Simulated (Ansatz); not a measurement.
Start from `OC(O)(S)S` and change one atom or group to get `OC(S)S`.

Ansatz, PBE0-D4/def2-TZVP geometries, multiplicity 1. Each molecule was computed in one conformer, which needn't be the lowest.

```
                             property  `OC(O)(S)S`
   LUMO energy (PBE0/def2-TZVPP) / eV        -0.29
    HOMO energy (PBE/def2-TZVPP) / eV        -5.66
  LUMO energy (B3LYP/def2-TZVPP) / eV        -0.55
   HOMO energy (PBE0/def2-TZVPP) / eV        -6.91
HOMO–LUMO gap (B3LYP/def2-TZVPP) / eV         6.12
LUMO energy (ωB97M-V/def2-TZVPP) / eV         1.68
```

Give the same properties after the change, and the shifts. (Estimate.)

The calculation gave: 
```csv
property,`OC(S)S`,shift
LUMO energy (PBE0/def2-TZVPP) / eV,-0.52,-0.23
HOMO energy (PBE/def2-TZVPP) / eV,-5.96,-0.30
LUMO energy (B3LYP/def2-TZVPP) / eV,-0.77,-0.22
HOMO energy (PBE0/def2-TZVPP) / eV,-7.20,-0.29
HOMO–LUMO gap (B3LYP/def2-TZVPP) / eV,6.20,0.08
LUMO energy (ωB97M-V/def2-TZVPP) / eV,1.46,-0.22
```

With PBE0 the HOMO falls by 0.29 eV and the LUMO falls by 0.23 eV, so the gap widens by about 0.06 eV. PBE moves the HOMO by -0.30 eV and ωB97M-V by -0.30 eV. The zero-point energy changes by -9.9 kJ/mol with -3 modes.

B3LYP here is the variant with VWN-RPA as its local correlation; programs differ in this.
